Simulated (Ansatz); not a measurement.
A nudged elastic band was laid between two geometries of C3H2O (6 atoms, charge 0, multiplicity 1).

All numbers below come from Ansatz, RKS LDA/def2-SVP.

```
movable images  : 4
climbing image  : no
spring          : 5.0 eV/Å²
optimiser       : quadratic models (default)
start path      : through a guess of the saddle point
force threshold : 0.05 eV/Å
iteration limit : 60
end points      : relaxed
```

Image 0:

```xyz
6
Properties=species:S:1:pos:R:3
C -0.364 1.076 -1.038
C -0.091 0.200 -0.231
C 0.269 -0.803 0.735
O -0.326 -1.847 0.888
H -0.621 1.844 -1.761
H 1.176 -0.534 1.359
```

Image 5:

```xyz
6
Properties=species:S:1:pos:R:3
C -0.493 1.156 -1.203
C -0.057 0.399 -0.330
C 0.628 -0.250 0.692
O 0.139 -1.418 1.020
H -0.873 1.824 -1.969
H 0.698 -1.776 1.743
```

**Question.** Which bonds break or form, and what moves?

**Answer.** Bonds broken: C3–H6. Bonds formed: O4–H6.

**Question.** Give the energies along the band, and the barrier.

**Answer.** It converged. The highest image is number 3 of 0 to 5, 2.85 eV above the first end and 0.86 eV above the last; the last end lies 1.98 eV above the first. Neighbouring images differ by up to 2.0 eV, so the band resolves the path poorly. No image climbed, so the highest image needn't sit at the top of the path. The orbitals stay closed-shell, which can raise the energy where a bond breaks towards radicals; this wasn't checked here.

| image | path coordinate (Å) | energy (eV) | C3–H6 (Å) | O4–H6 (Å) |
| --- | --- | --- | --- | --- |
| 0 | 0.00 | 0.00 | 1.13 | 2.05 |
| 1 | 0.40 | 0.57 | 1.12 | 1.81 |
| 2 | 0.80 | 2.58 | 1.18 | 1.42 |
| 3 | 1.20 | 2.85 | 1.43 | 1.05 |
| 4 | 1.60 | 2.10 | 1.75 | 0.98 |
| 5 | 2.00 | 1.98 | 1.85 | 0.98 |

**Question.** What is the geometry of the highest image?

**Answer.** 
```xyz
6
Properties=species:S:1:pos:R:3
C -0.476 1.147 -1.177
C -0.199 0.255 -0.367
C 0.406 -0.451 0.630
O 0.088 -1.635 1.100
H -0.695 1.937 -1.881
H 0.918 -1.317 1.649
```

Run time: 86 s on 1 thread of Intel(R) Xeon(R) Processor @ 2.50GHz (Skylake/Cascade Lake) (shared host), peak memory 0.12 GiB.
